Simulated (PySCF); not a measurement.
Gas-phase thermal properties of C2H6

Computed with PySCF (xtb for GFN2) and rigid-rotor harmonic-oscillator thermochemistry at 1 bar. The comparison is the NASA 1993 polynomial table, which mixes measured and estimated data. 6-31G* has spherical d functions here. All species are closed-shell singlets. B3LYP is the form with VWN-RPA correlation. The harmonic model lacks anharmonicity and excited electronic states, which grow with temperature; levels with a mode under 35 cm⁻¹ are left out. Internal rotation in C2H6 is treated as a harmonic vibration of one conformer, which makes the entropy rough.

| level | point group | σ | ZPE (kJ/mol) | S°298 (J/mol/K) | Cp298 (J/mol/K) | S°1000 (J/mol/K) | H1000 − H298 (kJ/mol) |
|---|---|---|---|---|---|---|---|
| table | - | - | - | 229.2 | 52.5 | 331.6 | 64.4 |
| B3LYP/6-31G* | D3d | 6 | 197.6 | 227.6 | 50.1 | 327.6 | 63.2 |
| GFN2-xTB | D3d | 6 | 194.9 | 227.5 | 49.9 | 328.0 | 63.6 |
| HF/6-31G* | D3d | 6 | 209.3 | 226.6 | 48.0 | 321.8 | 60.3 |
| PBE/def2-SVP | D3d | 6 | 190.2 | 228.3 | 51.8 | 332.1 | 65.5 |
| PBE0/def2-TZVP | D3d | 6 | 196.1 | 227.7 | 50.6 | 328.8 | 63.8 |
σ: rotational symmetry number. Electronic degeneracy used: 1. Frequencies are unscaled.
